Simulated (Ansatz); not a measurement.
Born–Oppenheimer molecular dynamics of CH$_{4}$BF (7 atoms, charge 0, multiplicity 1). It starts from a relaxed structure.

Theory: RKS PBE0/def2-SVP in Ansatz 0.2.0.

```yaml
ensemble: NVT, Nosé–Hoover chain
time_step: 0.25 fs
steps_asked: 300
set_temperature: 300 K
thermostat: time constant 300 fs, chain length 1
masses: H 2.014 u
seed: 986547
```

First frame:

```xyz
7
Properties=species:S:1:pos:R:3
B 0.023 -0.008 -0.014
F -0.040 0.285 1.277
C 1.385 0.014 -0.770
H 1.597 -0.999 -1.155
H 1.306 0.654 -1.665
H 2.233 0.348 -0.156
H -1.030 -0.295 -0.547
```

(1) What does the run give?

(2) What happens to the structure?

(3) How do temperature and energy run in time?

Results:

(1) The run went to its last step.

```
steps done                                               : 300
time covered                                             : 75 fs
mean temperature over the second half                    : 158 K
spread of the potential energy over the second half      : 2.0 meV per atom
mean potential energy of the second half above the start : 13.4 meV per atom
```

The conserved energy stayed within 0.016 meV per atom of its start (net change 0.013 meV per atom), so the integration is sound. The mean temperature of the second half is 47 % below the set value. A run of 0.075 ps of so small a system gives no equilibrium averages.

(2) The same pairs are bonded in the first frame and the last. Pairs count as bonded within 1.25 times the sum of covalent radii (0.12 Å more for H–H). The details hang on the random start.

(3) 
| time (fs) | T (K) | potential energy less start (eV) | conserved less start (meV/atom) |
| --- | --- | --- | --- |
| 0.0 | 300 | 0.000 | 0.00 |
| 6.2 | 130 | 0.110 | 0.01 |
| 12.5 | 130 | 0.110 | 0.01 |
| 18.8 | 218 | 0.053 | 0.01 |
| 25.0 | 140 | 0.104 | 0.01 |
| 31.2 | 179 | 0.079 | 0.01 |
| 37.5 | 167 | 0.087 | 0.01 |
| 43.8 | 161 | 0.091 | 0.01 |
| 50.0 | 203 | 0.064 | 0.01 |
| 56.2 | 143 | 0.103 | 0.01 |
| 62.5 | 153 | 0.097 | 0.01 |
| 68.8 | 165 | 0.090 | 0.01 |
| 75.0 | 163 | 0.091 | 0.01 |

The run took 6.5 min on 1 thread of Arm Neoverse V2 (shared host), peak memory 0.1 GiB.
